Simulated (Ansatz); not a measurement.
# One shape, several levels: triplet SiH4S

Wanted: a comparison of 6 runs (U-r2SCAN/STO-3G, U-wB97X/STO-3G, UB2PLYP/STO-3G, RPA@PBE/STO-3G, UCCSD/STO-3G, UCCSD(T)/STO-3G) of triplet SiH4S. 

The results are computed with Ansatz 0.2.0.

45 further runs of the same task are left out: 1 that didn't finish, 44 set aside as unsound or not needed.

**1. The structure to begin with**

SiH4S has 6 atoms, charge 0, and is taken as a triplet. SMILES of the parent species: `[SiH3]S`. The shape is that of a PBE0-D4/def2-TZVP optimisation. That shape belongs to the parent species and isn't relaxed for this state.

Bond lengths: Si1–S2 2.137 Å, Si1–H3 1.485 Å, Si1–H4 1.482 Å, Si1–H5 1.485 Å, S2–H6 1.344 Å. Angles: Si1–S2–H6 94.7°, S2–Si1–H3 111.6°, S2–Si1–H4 104.8°, S2–Si1–H5 111.6°, H3–Si1–H4 110.0°, H3–Si1–H5 108.8°, H4–Si1–H5 110.0°.

**2. A single-point energy at U-r2SCAN/STO-3G (run 1)**

run.yaml

```yaml
crystal:
  periodic: [false, false, false]
  atoms:
    - symbol: Si
      position_ang: [-0.169800, -0.263400, -0.436000]
    - symbol: S
      position_ang: [0.907300, -0.012600, 1.392800]
    - symbol: H
      position_ang: [-1.629800, -0.074300, -0.241600]
    - symbol: H
      position_ang: [0.108600, -1.658300, -0.852500]
    - symbol: H
      position_ang: [0.299800, 0.681200, -1.481100]
    - symbol: H
      position_ang: [0.526100, 1.263300, 1.572300]
basis:
  gaussian: {orbitals: STO-3G}
total_charge: 0
magnetization: {spin_polarized: true, initial_magnetization: 2}
hamiltonian: {xc: {name: r2SCAN}}
accuracy: high
```

Launch:

```
ansatz run run.yaml --threads 1 --pin off --max-ram 2610MiB --events-out events.jsonl --progress --plain --runs-dir runs
```

Output:

```text
Warning: RAYON_NUM_THREADS=1 ignored (pool sized by the plan → 1); use --threads N
Functional definition: r2SCAN
  name "r2SCAN"
  parameter k0 = 0.174
  parameter k1 = 0.065
  parameter a1 = 4.9479
  exchange = r2scan_x(k0 = k0, k1 = k1, a1 = a1)
  correlation = r2scan_c
388 factors; integrals over basis functions are off by at most 1.9e-8 eV
mean field evaluation 1: about -18557.5125 eV, gradient 9.1e0 eV
mean field evaluation 2: about -18557.5602 eV, gradient 8.6e0 eV
mean field evaluation 4: about -18558.3290 eV, gradient 3.4e-1 eV
mean field evaluation 8: about -18558.2867 eV, gradient 2.1e-2 eV
mean field evaluation 16: about -18558.2867 eV, gradient 5.8e-6 eV
mean field -18558.28673989 eV, -682.0044584325 hartree, gradient 3.4e-8 eV, S^2 2.002165; 1 other end points of the search recorded, 0 dependent functions left out
reference -18558.28674080 eV, -682.0044584657 hartree; 18, 16 occupied and 4, 6 virtual orbitals, 388 factors
Total energy: -18558.28674080 eV, -682.0044584657 hartree
```

Run time: 5.1 s. Hardware: 1 thread of Arm Neoverse V2, shared host; peak memory 0.25 GiB.

**3. The energy at U-wB97X/STO-3G (run 2)**

input.yaml

```yaml
basis:
  gaussian:
    orbitals: STO-3G
crystal:
  periodic: [false, false, false]
  atoms:
    - {symbol: Si, position_ang: [-0.169800, -0.263400, -0.436000]}
    - {symbol: S, position_ang: [0.907300, -0.012600, 1.392800]}
    - {symbol: H, position_ang: [-1.629800, -0.074300, -0.241600]}
    - {symbol: H, position_ang: [0.108600, -1.658300, -0.852500]}
    - {symbol: H, position_ang: [0.299800, 0.681200, -1.481100]}
    - {symbol: H, position_ang: [0.526100, 1.263300, 1.572300]}
magnetization:
  spin_polarized: true
  initial_magnetization: 2
hamiltonian:
  xc: {name: wB97X}
accuracy: high
```

Launch:

```
ansatz run input.yaml --threads 1 --pin off --max-ram 2610MiB --events-out events.jsonl --progress --plain --runs-dir runs
```

Output, shortened:

```text
Warning: RAYON_NUM_THREADS=1 ignored (pool sized by the plan → 1); use --threads N
Functional definition: wB97X
  name "wB97X"
[...]
      + exact_x_lr(omega)
[...]
      + integral(e_c_pw_opposite_spin*poly(b97_u_opposite, 1, cos1, cos2, cos3, cos4))
388 factors; integrals over basis functions are off by at most 1.9e-8 eV
159 factors; integrals over basis functions are off by at most 1.5e-9 eV
[...]
mean field -18559.10779193 eV, -682.0346315383 hartree, gradient 1.1e-8 eV, S^2 2.002800; 2 other end points of the search recorded, 0 dependent functions left out
reference -18559.10779020 eV, -682.0346314747 hartree; 18, 16 occupied and 4, 6 virtual orbitals, 388 factors
Total energy: -18559.10779020 eV, -682.0346314747 hartree
```

Run time: 11 s. Hardware: 1 thread of Arm Neoverse V2, shared host; peak memory 0.45 GiB.

Runs 3 to 4 aren't shown in full; the table further down has their settings and results.

**4. A single-point energy at UCCSD/STO-3G (run 5)**

molecule.yaml

```yaml
basis:
  gaussian:
    orbitals: STO-3G
crystal:
  periodic: [false, false, false]
  atoms:
    - {symbol: Si, position_ang: [-0.169800, -0.263400, -0.436000]}
    - {symbol: S, position_ang: [0.907300, -0.012600, 1.392800]}
    - {symbol: H, position_ang: [-1.629800, -0.074300, -0.241600]}
    - {symbol: H, position_ang: [0.108600, -1.658300, -0.852500]}
    - {symbol: H, position_ang: [0.299800, 0.681200, -1.481100]}
    - {symbol: H, position_ang: [0.526100, 1.263300, 1.572300]}
correlation:
  method: ccsd
  frozen_orbitals: {H: 0, S: 5, Si: 5}
total_charge: 0
accuracy: high
scf:
  omitted_lower_state_checks: [cluster_reference, increment]
magnetization:
  spin_polarized: true
  initial_magnetization: 2
```

Launch:

```
ansatz run molecule.yaml --threads 1 --pin off --max-ram 2610MiB --events-out events.jsonl --progress --plain --runs-dir runs
```

Output, shortened:

```text
Warning: RAYON_NUM_THREADS=1 ignored (pool sized by the plan → 1); use --threads N
Functional definition: HF
  name "HF"
[...]
388 factors; integrals over basis functions are off by at most 1.9e-8 eV
[...]
mean field -18526.66418452 eV, -680.8423509572 hartree, gradient 1.1e-8 eV, S^2 2.008706; 1 other end points of the search recorded, 0 dependent functions left out
10 core orbitals not correlated: weight in the atoms' cores, before any rotation towards them, 1.000 or more for the frozen orbitals, at most 0.000 for the correlated occupied ones
reference -18526.66418452 eV, -680.8423509572 hartree; 8, 6 occupied and 4, 6 virtual orbitals, 388 factors
second order -1.43222968 eV of doubles, -0.00000000 eV of singles
cycle   1  -1.90615381 eV  change   -4.7e-1 eV  update   6.0e-2
[...]
cycle  28  -2.20304105 eV  change  -3.4e-10 eV  update  8.4e-10
Total energy: -18528.86722557 eV, -680.9233112224 hartree
Checks for a lower state left out: cluster_reference, increment
```

Run time: 0.26 s. Hardware: 1 thread of Arm Neoverse V2, shared host.

**5. The energy at UCCSD(T)/STO-3G (run 6)**

Changes to run.yaml since step 2:

```diff
@@ -16,6 +16,12 @@
 basis:
-  gaussian: {orbitals: STO-3G}
-total_charge: 0
-magnetization: {spin_polarized: true, initial_magnetization: 2}
-hamiltonian: {xc: {name: r2SCAN}}
+  gaussian:
+    orbitals: STO-3G
+magnetization:
+  spin_polarized: true
+  initial_magnetization: 2
+correlation:
+  method: ccsd_t
+  frozen_orbitals: {H: 0, S: 5, Si: 5}
 accuracy: high
+scf:
+  omitted_lower_state_checks: [cluster_reference, increment]
```

Launch:

```
ansatz run run.yaml --threads 1 --pin off --max-ram 2610MiB --events-out events.jsonl --progress --plain --runs-dir runs
```

Output, shortened:

```text
Warning: RAYON_NUM_THREADS=1 ignored (pool sized by the plan → 1); use --threads N
[... 2 set-up lines as earlier in the session ...]
[...]
388 factors; integrals over basis functions are off by at most 1.9e-8 eV
[...]
mean field -18526.66418452 eV, -680.8423509572 hartree, gradient 1.1e-8 eV, S^2 2.008706; 1 other end points of the search recorded, 0 dependent functions left out
10 core orbitals not correlated: weight in the atoms' cores, before any rotation towards them, 1.000 or more for the frozen orbitals, at most 0.000 for the correlated occupied ones
reference -18526.66418452 eV, -680.8423509572 hartree; 8, 6 occupied and 4, 6 virtual orbitals, 388 factors
second order -1.43222968 eV of doubles, -0.00000000 eV of singles
cycle   1  -1.90615381 eV  change   -4.7e-1 eV  update   6.0e-2
[...]
cycle  28  -2.20304105 eV  change  -3.4e-10 eV  update  8.4e-10
perturbative correction -0.01452952 eV, -0.0005339500 hartree
Total energy: -18528.88175509 eV, -680.9238451724 hartree
Checks for a lower state left out: cluster_reference, increment
```

Run time: 0.26 s. Hardware: 1 thread of Arm Neoverse V2, shared host.

**6. Overview of the runs**

```csv
run,level,frozen core orbitals,energy (Eh),⟨S²⟩,wall time
1,U-r2SCAN/STO-3G,–,-682.004458,2.002,5.1 s
2,U-wB97X/STO-3G,–,-682.034631,2.003,11 s
3,UB2PLYP/STO-3G,10,-681.721029,2.004,2.4 s
4,RPA@PBE/STO-3G,10,-680.975796,2.001,2.8 s
5,UCCSD/STO-3G,10,-680.923311,2.009,0.26 s
6,UCCSD(T)/STO-3G,10,-680.923845,2.009,0.26 s
```

**7. What came out**

```
                                           quantity          value
                                run 6: total energy  -680.92385 Eh
run 6: correlation energy (10 core orbitals frozen)      -81.5 mEh
                              run 6: (T) correction      -0.53 mEh
           run 6: ⟨S²⟩ of the reference determinant          2.009
                               run 6: T1 diagnostic          0.011
```

What this shows: Totals of different functionals can't be ranked against each other. In runs 1, 2, 3, 4, 5, 6 the basis is minimal, so the values are rough. All runs together took 22 s, the longest 11 s.
